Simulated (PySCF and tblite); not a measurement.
Results of a calculation; reference values are marked as such.
4 constitutional isomers of C₆H₅F:

| isomer | SMILES |
| --- | --- |
| A | [CH2:1]=[C:2]1[CH:3]=[CH:4][C:5]([F:6])=[CH:7]1 |
| B | [F:1][CH:2]=[C:3]1[CH:4]=[CH:5][CH:6]=[CH:7]1 |
| C | [CH2:1]=[C:2]1[CH:3]=[CH:4][CH:5]=[C:6]1[F:7] |
| D | [F:1][c:2]1[cH:3][cH:4][cH:5][cH:6][cH:7]1 |

Protocol: conformer search, at most 5 conformers an isomer, GFN2-xTB geometries, energies B3LYP/def2-TZVP (IEF-PCM, chloroform) (D3(BJ) added where defined), GIAO shieldings KT3/pcSseg-1 (IEF-PCM, chloroform), weights at 298.15 K with GFN2-xTB thermal terms. Programs: PySCF with density fitting and tblite.

(1) What shifts does each isomer give (ppm; of two unlike H on one atom, a is the less shielded)?

Shifts are unscaled: against experiment ¹³C can be off by 15 ppm or more and ¹H by 0.8 ppm.

Answers

(1) 
A: ¹H (against TMS): 6.38 (H4, 1H), 6.17 (H3, 1H), 6.16 (H1a, 1H), 6.10 (H1b, 1H), 5.55 (H7, 1H). ¹³C (against TMS): 168.3 (C5), 143.0 (C2), 124.9 (C1), 121.3 (C4), 119.7 (C3), 94.6 (C7).

B: ¹H (against TMS): 7.65 (H2, 1H), 6.68 (H7, 1H), 6.58 (H6, 1H), 6.48 (H5, 1H), 6.25 (H4, 1H). ¹³C (against TMS): 156.4 (C2), 126.8 (C3), 126.5 (C6), 126.1 (C5), 116.3 (C4), 111.1 (C7).

C: ¹H (against TMS): 6.39 (H1a, 1H), 6.35 (H4, 1H), 6.15 (H1b, 1H), 5.74 (H5, 1H), 5.62 (H3, 1H). ¹³C (against TMS): 157.4 (C6), 139.6 (C2), 125.9 (C4), 122.1 (C1), 109.5 (C3), 104.1 (C5).

D: ¹H (against TMS): 7.50 (H4/H6, 2H), 7.22 (H5, 1H), 7.18 (H3/H7, 2H). ¹³C (against TMS): 162.1 (C2), 124.5 (C4/C6), 118.6 (C5), 110.8 (C3/C7).
